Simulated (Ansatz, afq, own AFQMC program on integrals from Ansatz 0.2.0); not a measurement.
Integrals from Ansatz 0.2.0, then the random walk in our own AFQMC program (afq).

```yaml
crystal:
  periodic: [false, false, false]
  atoms:
    - {symbol: B, position_ang: [0.000000, 0.000000, 0.000000]}
    - {symbol: H, position_ang: [0.000000, 0.000000, -1.179181]}
    - {symbol: H, position_ang: [0.000000, 0.000000, 1.179181]}
basis:
  gaussian: {orbitals: cc-pVDZ}
total_charge: 1
magnetization: {spin_polarized: false}
correlation: {method: ccsd_t, electrons: outside_noble_gas, hamiltonian_folder: ham}
```

```sh
$ ansatz run in.yaml --threads 1 --pin off --events-out ev --progress --plain --max-ram 16896MiB --backend cuda --devices 0, --max-vram 18GiB
```

afq runs on the folder ham with

```
--method free --trial cisd --walkers 4000 --time-step 0.03 --max-blocks 4000 --target-error 0.00024 --factor-cut 1e-05 --seed 6856 --times 0,0.3,0.6,1.2,1.8,2.4,3.6,4.8,6 --taylor-order 8
```

Times are imaginary, in 1/Eh. The walk had a cap of 61 s.

afq prints:

```
orbitals 23  electrons 2 2  factors 161 of 221
reference energy -25.47184672 Eh
CCSD correlation -0.07317894 Eh in 9 cycles, weight of the determinant in the CISD state 0.9600
repeat  energy at the last time / Eh  error
    10  -25.545938  0.000024
    20  -25.545950  0.000014
    30  -25.545942  0.000011
time / (1/Eh)  energy / Eh  error  mean overlap
  0.00  -25.545025  0.000003  1.0417
  0.30  -25.545496  0.000006  1.0417
  0.60  -25.545702  0.000007  1.0421
  1.20  -25.545850  0.000006  1.0435
  1.80  -25.545909  0.000007  1.0437
  2.40  -25.545928  0.000007  1.0449
  3.60  -25.545923  0.000008  1.0437
  4.80  -25.545930  0.000009  1.0451
  6.00  -25.545944  0.000011  1.0484
energy -25.545944 +/- 0.000011 Eh
```

The run passed its tests (error under three times the target), which doesn't prove that it has relaxed.

Against this walk (error 0.3 meV) on the same determinant: CCSD(T) 7.2 meV higher, CCSDT(Q) 0.3 meV higher (within the noise), full CI 0.2 meV higher (within the noise). The error is statistical, and a free projection of finite length keeps a remainder of its start.

Cautions: remainder of the start not in the error.

The walk took 6.1 s on 1 × NVIDIA H100 80GB HBM3 with 2 threads of AMD EPYC 7R13 Processor (Zen 3) (shared host) (the card was shared). The log's last line is the free-projection energy.

CCSDT and higher add their correlation energy to the determinant of the CCSD(T) run, since their own runs factorise the integrals more tightly (a shift of under 2 meV). A walk keeps the symmetry of its determinant, which the program's search chose and which needn't be the lowest solution, so a lower state of the same spin and another symmetry isn't excluded.
